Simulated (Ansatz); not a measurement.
# CH2ClF (SMILES FCCl): levels of theory compared

Aim: a comparison of 6 runs (BLYP/STO-3G, HSE06/STO-3G, UB3LYP/STO-3G, UPBE/STO-3G, r2SCAN0/STO-3G, MP2/STO-3G) of CH2ClF. 

The calculation is run with Ansatz 0.2.0.

70 further runs of the same task are left out: 2 that didn't finish, 68 set aside as unsound or not needed.

## 1. The system as given

CH2ClF has 5 atoms, charge 0, and is taken as a singlet. As SMILES, `FCCl`. The H4–C2 distance was set to 2.179 Å, away from the relaxed value. At this shape a bond of the SMILES string is far longer than usual.

Bond lengths: F1–C2 1.355 Å, C2–Cl3 1.766 Å, C2–H5 1.089 Å. Angles: F1–C2–Cl3 110.5°, F1–C2–H5 109.3°, Cl3–C2–H5 107.8°.

## 2. The energy at BLYP/STO-3G (run 1)

Contents of in.yaml:

```yaml
crystal:
  periodic: [false, false, false]
  atoms:
    - {symbol: F, position_ang: [-1.718986, 0.952422, 0.079021]}
    - {symbol: C, position_ang: [-0.664976, 0.481222, -0.629409]}
    - {symbol: Cl, position_ang: [-1.171506, -0.840988, -1.685539]}
    - {symbol: H, position_ang: [0.832130, -0.302600, 0.745580]}
    - {symbol: H, position_ang: [-0.270816, 1.277572, -1.259559]}
basis:
  gaussian: {orbitals: STO-3G}
accuracy: high
hamiltonian: {xc: {name: BLYP}}
total_charge: 0
```

Started as:

```bash
$ ansatz run in.yaml --threads 1 --pin off --max-ram 3480MiB --events-out events.jsonl --progress --plain --runs-dir runs
```

Standard output:

```text
Warning: RAYON_NUM_THREADS=1 ignored (pool sized by the plan → 1); use --threads N
Functional definition: BLYP
  name "BLYP"
  parameter beta = 0.0042
  parameter a = 0.04918
  parameter b = 0.132
  parameter c = 0.2533
  parameter d = 0.349
  exchange = b88_x(beta = beta)
  correlation = lyp_c(a = a, b = b, c = c, d = d)
373 factors; integrals over basis functions are off by at most 3.3e-8 eV
mean field evaluation 1: about -16107.2855 eV, gradient 3.1e1 eV
mean field evaluation 2: about -16093.2132 eV, gradient 5.3e1 eV
mean field evaluation 4: about -16111.1780 eV, gradient 1.5e1 eV
mean field evaluation 8: about -16112.6536 eV, gradient 2.2e0 eV
mean field evaluation 16: about -16112.6102 eV, gradient 8.5e-4 eV
mean field -16112.61020054 eV, -592.1275033505 hartree, gradient 6.2e-8 eV, S^2 0.000000; 0 other end points of the search recorded, 0 dependent functions left out
reference -16112.61023511 eV, -592.1275046208 hartree; 17, 17 occupied and 4, 4 virtual orbitals, 373 factors
Total energy: -16112.61023511 eV, -592.1275046208 hartree
```

Run time: 1.2 s. Hardware: 1 thread of Arm Neoverse V1, shared host; peak memory 0.095 GiB.

## 3. The energy at HSE06/STO-3G (run 2)

Contents of molecule.yaml:

```yaml
basis:
  gaussian: {orbitals: STO-3G}
crystal:
  periodic: [false, false, false]
  atoms:
    - symbol: F
      position_ang: [-1.718986, 0.952422, 0.079021]
    - symbol: C
      position_ang: [-0.664976, 0.481222, -0.629409]
    - symbol: Cl
      position_ang: [-1.171506, -0.840988, -1.685539]
    - symbol: H
      position_ang: [0.832130, -0.302600, 0.745580]
    - symbol: H
      position_ang: [-0.270816, 1.277572, -1.259559]
hamiltonian: {xc: hse06}
accuracy: high
```

Started as:

```bash
$ ansatz run molecule.yaml --threads 1 --pin off --max-ram 3480MiB --events-out events.jsonl --progress --plain --runs-dir runs
```

Standard output:

```text
Warning: RAYON_NUM_THREADS=1 ignored (pool sized by the plan → 1); use --threads N
Functional definition: HSE06
  name "HSE06"
  parameter a = 0.25
  parameter omega = 0.11/bohr
  exchange = pbe_x - a*pbe_x_sr(omega) + a*exact_x_sr(omega)
  correlation = pbe_c
373 factors; integrals over basis functions are off by at most 3.3e-8 eV
58 factors; integrals over basis functions are off by at most 1.2e-9 eV
mean field evaluation 1: about -16103.4399 eV, gradient 3.0e1 eV
mean field evaluation 2: about -16093.8190 eV, gradient 4.5e1 eV
mean field evaluation 4: about -16107.4486 eV, gradient 4.5e0 eV
mean field evaluation 8: about -16107.5617 eV, gradient 1.8e-2 eV
mean field evaluation 16: about -16107.5393 eV, gradient 5.2e-6 eV
mean field -16107.53930125 eV, -591.9411512386 hartree, gradient 2.1e-8 eV, S^2 0.000000; 0 other end points of the search recorded, 0 dependent functions left out
reference -16107.53930287 eV, -591.9411512983 hartree; 17, 17 occupied and 4, 4 virtual orbitals, 373 factors
Total energy: -16107.53930287 eV, -591.9411512983 hartree
```

It took 1.5 s on 1 thread of Arm Neoverse V1, shared host; peak memory 0.094 GiB.

Runs 3 to 5 aren't shown in full; the table further down has their settings and results.

## 4. The energy at MP2/STO-3G (run 6)

Contents of input.yaml:

```yaml
crystal:
  periodic: [false, false, false]
  atoms:
    - {symbol: F, position_ang: [-1.718986, 0.952422, 0.079021]}
    - {symbol: C, position_ang: [-0.664976, 0.481222, -0.629409]}
    - {symbol: Cl, position_ang: [-1.171506, -0.840988, -1.685539]}
    - {symbol: H, position_ang: [0.832130, -0.302600, 0.745580]}
    - {symbol: H, position_ang: [-0.270816, 1.277572, -1.259559]}
basis:
  gaussian: {orbitals: STO-3G}
correlation: {method: mp2, frozen_orbitals: {C: 1, Cl: 5, F: 1, H: 0}}
accuracy: high
```

Started as:

```bash
$ ansatz run input.yaml --threads 1 --pin off --max-ram 3480MiB --events-out events.jsonl --progress --plain --runs-dir runs
```

Standard output (excerpt; [...] marks lines left out):

```text
Warning: RAYON_NUM_THREADS=1 ignored (pool sized by the plan → 1); use --threads N
Functional definition: HF
  name "HF"
[...]
373 factors; integrals over basis functions are off by at most 3.3e-8 eV
[...]
mean field -16079.59578888 eV, -590.9142460998 hartree, gradient 2.6e-8 eV, S^2 0.000000; 0 other end points of the search recorded, 0 dependent functions left out; unrestricted orbitals would lower it
[...]
unrestricted determinant -16082.24719775 eV, -591.0116835788 hartree, S^2 0.8948
7 core orbitals not correlated: weight in the atoms' cores, before any rotation towards them, 1.000 or more for the frozen orbitals, at most 0.000 for the correlated occupied ones
reference -16079.59578888 eV, -590.9142460998 hartree; 10, 10 occupied and 4, 4 virtual orbitals, 373 factors
second order -3.78040357 eV of doubles, -0.00000000 eV of singles
Total energy: -16083.37619245 eV, -591.0531733685 hartree
```

Run time: 0.18 s. Hardware: 1 thread of Arm Neoverse V1, shared host.

## 5. All runs side by side

| run | level | frozen core orbitals | energy (Eh) | wall time |
| --- | --- | --- | --- | --- |
| 1 | BLYP/STO-3G | – | -592.127505 | 1.2 s |
| 2 | HSE06/STO-3G | – | -591.941151 | 1.5 s |
| 3 | UB3LYP/STO-3G | – | -592.216727 | 5.1 s |
| 4 | UPBE/STO-3G | – | -591.884091 | 3.9 s |
| 5 | r2SCAN0/STO-3G | – | -592.156248 | 3 s |
| 6 | MP2/STO-3G | 7 | -591.053173 | 0.18 s |

## 6. What came out

| quantity | value |
| --- | --- |
| run 6: total energy | -591.05317 Eh |
| run 6: correlation energy (7 core orbitals frozen) | -138.9 mEh |

**Reading.** Totals of different functionals can't be ranked against each other. In run 6 the log says that unrestricted orbitals would lower the reference, so the values rest on an unstable closed-shell determinant (other closed-shell runs at this shape may share the fault). In runs 1, 2, 3, 4, 5, 6 the basis is minimal, so the values are rough. In runs 1, 2, 5, 6 a closed-shell determinant meets a far-stretched bond, which it describes badly. Spin contamination of the reference: run 3 ⟨S²⟩ = 0.59, run 4 ⟨S²⟩ = 0.37. All runs together took 15 s, the longest 5.1 s.
